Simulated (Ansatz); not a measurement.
# C2N2: the cost of one run

Program: Ansatz 0.2.0, Gaussian basis. Level of theory: the settings change from run to run. These are calculated values, not measurements.

### 1 The relaxed structure

The geometry comes from an earlier relaxation with PBE0-D4 in a triple-zeta def2 set; it is a stationary point.

SMILES `[C-]#[N+][N+]#[C-]`, 4 atoms, charge 0, spin multiplicity 1.

Atoms are counted from 1 here; the program's logs count them from 0.

Bond lengths: C1–N2 1.175 Å, N2–N3 1.265 Å, N3–C4 1.175 Å. Angles: C1–N2–N3 180.0°, N2–N3–C4 180.0°.

### 2 CCSD/cc-pVTZ

This run has multiplicity 3, coordinates scaled by 1.12, finite nuclei, high accuracy.

File in.yaml:

```yaml
crystal:
  periodic: [false, false, false]
  atoms:
    - {symbol: C, position_ang: [-0.685486, 1.881745, 0.297207]}
    - {symbol: N, position_ang: [-0.239895, 0.658561, 0.104015]}
    - {symbol: N, position_ang: [0.239893, -0.658566, -0.104014]}
    - {symbol: C, position_ang: [0.685477, -1.881752, -0.297208]}
basis:
  gaussian: {orbitals: cc-pVTZ, nuclear_model: gaussian}
magnetization: {spin_polarized: true, initial_magnetization: 2}
hamiltonian: {xc: {name: HF}}
correlation: {method: ccsd}
accuracy: high
```

Launch:

```
> ansatz run in.yaml --threads 4 --pin off --events-out ev --progress --plain --max-ram 10444MiB
```

**Question.** How long does this run take on 4 threads of Arm Neoverse V1, shared host, and how much memory does it need?

About 2 min, with a peak of 1.7 GiB.
